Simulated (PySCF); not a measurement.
**Vertical excitation energies**

Compound: HOCN.
SMILES with atom numbers: `[N:1]#[C:2][OH:3]` (hydrogens: H4 on O3)

Level of theory: TDDFT CAM-B3LYP/aug-cc-pVTZ, vertical, gas phase, core orbitals frozen in the response (PySCF). Isolated species at its PBE0-D3(BJ)/def2-TZVP geometry, gas phase.

| state | E (eV) | E (hartree) | f | \|μ\| (D) | symmetry | main configurations (H = HOMO, L = LUMO) |
| --- | --- | --- | --- | --- | --- | --- |
| S1 | 6.71 | 0.2468 | 0.0026 | 0.32 | A″ | H→L (88%) |
| S2 | 7.43 | 0.2731 | 0.0076 | 0.52 | A′ | H-1→L (88%) |
| S3 | 7.62 | 0.2799 | 0.0013 | 0.21 | – | H→L+5 (80%) |
| S4 | 8.42 | 0.3094 | 0.0019 | 0.24 | – | H-1→L+5 (42%), H→L+7 (37%), H→L+9 (9%) |
| S5 | 8.85 | 0.3251 | 0.015 | 0.68 | A″ | H-1→L+7 (42%), H→L+1 (35%), H-1→L+9 (10%) |
| S6 | 8.91 | 0.3274 | 0.020 | 0.76 | A′ | H-2→L (83%), H-2→L+1 (10%) |
| S7 | 8.92 | 0.3277 | 0.017 | 0.72 | A″ | H→L+1 (36%), H-1→L+7 (35%), H-1→L+9 (8%) |
| S8 | 9.29 | 0.3415 | 0.0077 | 0.47 | A′ | H→L+3 (95%) |
| S9 | 9.32 | 0.3427 | 0.020 | 0.76 | A″ | H→L+2 (87%) |
| S10 | 9.52 | 0.3498 | 0.069 | 1.38 | A′ | H-1→L+1 (74%), H-1→L+2 (8%) |

Triplets (Tamm–Dancoff): T1 6.43 eV, H→L (82%); T2 6.72 eV, H-1→L+5 (54%), H→L+7 (20%); T3 7.02 eV, H→L+5 (73%); T4 7.12 eV, H-1→L (78%), H-1→L+1 (9%).

The lowest singlet lies at 6.71 eV (185 nm, vacuum ultraviolet) and is very weak; its leading configuration is HOMO→LUMO (88%). The strongest level in the table is S10 at 9.52 eV (130 nm, f = 0.069). It is the last of those listed, so stronger ones may follow. S6/S7 lie within about 0.01 eV of each other. Löwdin shares by element: HOMO nitrogen 48%, carbon 28%, oxygen 23%; LUMO hydrogen 70%, carbon 15%, oxygen 11%. Weighted by f, the mean energy of these states is 9.11 eV. The listed states span 2.80 eV, and the widest gap between neighbours is 0.80 eV (S3 to S4). Orbital energies (eV): HOMO-3 -15.10, HOMO-2 -12.28, HOMO-1 -11.14, HOMO -10.52, LUMO -0.52, LUMO+1 1.25, LUMO+2 1.46. Symmetry labels in Cs follow from the direction of the transition dipole and are given only for states with f of 0.002 or more. The window holds the lowest 10 singlets.

Time: 4.1 s wall; peak memory 0.52 GiB. Hardware: Intel Xeon 6975P-C, one thread, no GPU, shared host with 192 logical CPUs at a one-minute load of 34.
